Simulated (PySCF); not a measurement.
Ethanamine, C2H7N.
SMILES with atom numbers: `[CH3:1][CH2:2][NH2:3]` (hydrogens: H4, H5, H6 on C1; H7, H8 on C2; H9, H10 on N3)

Structure optimised with GFN2-xTB, isolated species.

Q: List the bond lengths and angles at this level.

A: 
| bond | length (Å) | order |
| --- | --- | --- |
| C1–C2 | 1.532 | single |
| C2–N3 | 1.452 | single |
| C1–H4, C1–H5, C1–H6 | 1.088 | single |
| C2–H7, C2–H8 | 1.094 | single |
| N3–H9, N3–H10 | 1.015 | single |

Bonds in one row agree within 0.01 Å and their mean is given. Orders are formal, as drawn. A selection of angles:
| angle | degrees |
| --- | --- |
| C2–C1–H4 | 110.4 |
| H4–C1–H5 | 108.5 |
| H4–C1–H6 | 108.5 |
| C1–C2–N3 | 114.8 |
| C1–C2–H7 | 109.5 |
| N3–C2–H7 | 107.4 |
| H7–C2–H8 | 108.0 |
| C2–N3–H9 | 110.0 |
| H9–N3–H10 | 107.5 |

N3 (primary amine nitrogen) is pyramidal (angles 110.1°, 110.0° and 107.5°, sum 327.6°, 0.38 Å off the plane of its three neighbours).

Point group: Cs (tolerance 0.08 Å). No GFN2-xTB frequencies stand behind this structure, so it isn't proved a minimum. One conformer, not necessarily the lowest (C1–C2–N3–H 59° and -59°).

All values are computed, not measured.
